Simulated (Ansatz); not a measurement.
**HO+ (singlet): wave-function methods side by side at distance O1–H2 = 1.037 Å, aug-cc-pVTZ**

The task here is to estimate one member of a computed series from the others.

The runs use Ansatz 0.2.0, Gaussian basis; aug-cc-pVTZ, core rule «outside noble gas», up to 1 orbitals frozen.

Plan: UHF; CCSD(T) on RHF; CCSD(T) on UHF; BCCD(T) on RHF; CISD; CCSDT(Q) on RHF; CCSDT(Q) on UHF; CCSDTQ on RHF; CASSCF and MRCISD+Q, 2 electrons in 2 orbitals; CASSCF and NEVPT2, 2 electrons in 2 orbitals; CASSCF and MRCISD+Q, 6 electrons in 5 orbitals; CASSCF and NEVPT2, 6 electrons in 5 orbitals; Full CI; Full CI in the symmetry of the determinant.

2 further runs of the same task are left out: 2 for a known fault of the program.

**The geometry**

The geometry derives from a PBE0/def2-TZVP stationary point (not a proven minimum). One bond is set to the value named and the two fragments are kept rigid.

2 atoms, charge 1, spin multiplicity 1.

Atoms are counted from 1 here; the program's logs count them from 0.

Bond lengths: O1–H2 1.037 Å.

Set-up of the first run:

in.yaml

```yaml
crystal:
  periodic: [false, false, false]
  atoms:
    - {symbol: O, position_ang: [0.000000, 0.000000, 0.000000]}
    - {symbol: H, position_ang: [0.000000, 0.000000, 1.036612]}
basis:
  gaussian: {orbitals: aug-cc-pVTZ}
total_charge: 1
magnetization: {spin_polarized: true, initial_magnetization: 0}
hamiltonian: {xc: hf}
output: {orbitals: {seedname: orbitals}}
```

Run with:

```bash
> ansatz run in.yaml --threads 1 --pin off --events-out ev --progress --plain --max-ram 2764MiB --backend cpu
```

Steps of the session up to this table: UHF; CCSD(T) on RHF; CCSD(T) on UHF; BCCD(T) on RHF; CISD; CCSDT(Q) on RHF; CCSDT(Q) on UHF; CCSDTQ on RHF; CASSCF and MRCISD+Q, 2 electrons in 2 orbitals; CASSCF and NEVPT2, 2 electrons in 2 orbitals; CASSCF and MRCISD+Q, 6 electrons in 5 orbitals; CASSCF and NEVPT2, 6 electrons in 5 orbitals; Full CI; Full CI in the symmetry of the determinant.

One of the session's tables, all rows but one given; the rest of the session is left out.

```
          method  from FCI (kJ/mol)
             RHF             +588.4
            RMP2             +145.0
            CISD              +82.6
           RCCSD              +57.8
        RCCSD(T)              +29.5
         BCCD(T)              +29.6
          RCCSDT               +1.8
       RCCSDT(Q)               -1.0
         RCCSDTQ                0.0
     CASSCF pair             +472.0
     NEVPT2 pair              +47.7
     MRCISD pair              +18.8
   MRCISD+Q pair                  ?
  CASSCF valence             +413.0
  NEVPT2 valence              +59.6
  MRCISD valence              +14.2
MRCISD+Q valence               +1.1
             FCI                  0
```

Estimate the missing values for MRCISD+Q pair.

**Answer.** from FCI (kJ/mol): +0.9. In the column «from FCI (kJ/mol)» it lies between FCI (0) and MRCISD+Q valence (+1.1).

Limits of these values: The report flags that the cluster equations may have other roots. Left out of the table: UHF, UMP2, UCCSD, UCCSD(T), UCCSDT, UCCSDT(Q) (another determinant or state than the rows shown). The program flags RCCSDT(Q), RCCSDTQ as in doubt, so those rows may rest on another solution; read them beside their warnings. RCCSDT(Q) falls below full CI, which methods that aren't variational can do.
